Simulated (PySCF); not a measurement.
Compound: C₄H₆O (charge -1 and doublet state).
Atom-mapped SMILES: `[O-:1][CH:2][CH:3]1[CH2:4][CH2:5]1` (hydrogens: H6 on C2; H7 on C3; H8, H9 on C4; H10, H11 on C5)

Method: PBE0-D3(BJ)/def2-SVP geometry optimisation, gas phase (PySCF 2.14.0).

(1) Give the optimised bond lengths and angles.

Results:

(1) 
| bond | length (pm) | order |
| --- | --- | --- |
| O1–C2 | 127.9 | single |
| C2–C3 | 149.2 | single |
| C3–C4 | 153.7 | single |
| C4–C5 | 150.5 | single |
| C3–C5 | 149.9 | single |
| C2–H6 | 113.6 | single |
| C3–H7 | 110.4 | single |
| C4–H8, C5–H10 | 109.7 | single |
| C4–H9, C5–H11 | 110.1 | single |

Bonds in one row agree within 1 pm and their mean is given. Orders are formal, as drawn. A selection of angles:
| angle | degrees |
| --- | --- |
| O1–C2–C3 | 122.7 |
| O1–C2–H6 | 121.4 |
| C3–C2–H6 | 111.2 |
| C2–C3–C4 | 124.4 |
| C2–C3–C5 | 120.7 |
| C2–C3–H7 | 113.7 |
| C4–C3–C5 | 59.4 |
| C4–C3–H7 | 112.3 |
| C5–C3–H7 | 115.9 |
| C3–C4–C5 | 59.0 |
| C3–C4–H8 | 116.2 |
| C3–C4–H9 | 120.9 |
| C5–C4–H8 | 117.5 |
| C5–C4–H9 | 117.5 |
| H8–C4–H9 | 114.7 |
| C3–C5–C4 | 61.6 |
| C3–C5–H11 | 119.5 |
| H10–C5–H11 | 113.8 |

Torsions: O1–C2–C3–C4 100° (anticlinal); C2–C3–C4–C5 108° (anticlinal); C2–C3–C5–C4 -114° (anticlinal). The mirror-image conformer, all signs reversed, is as good.

The C–C distances run from 1.492 Å (C2–C3, drawn single) to 1.537 Å (C3–C4, drawn single), a spread of 0.045 Å. The 3-membered ring C3–C4–C5 has internal angles of 59.0° to 61.6°. Of the pairs four or more bonds apart, H6···H10 is among the closest relative to their van der Waals radii: 2.40 Å, 100 % of the sum of Bondi's values. C2 (carbon bonded to C, O and H) has angles 122.7°, 121.4° and 111.2°, sum 355.3°, 0.16 Å off the plane of its three neighbours.

Point group: C1 (no symmetry element, even within 0.4 Å). Stationary, but not proved a minimum. ⟨S²⟩ = 0.754 (exact for a doublet: 0.75). Whether the extra electron is bound in the gas phase wasn't checked; a finite basis holds it in any case.

The run took 2.2 min on Arm Neoverse N1, one thread, on a shared host, and the process peaked at 0.42 GiB of memory. That covers the optimisation of the geometry.
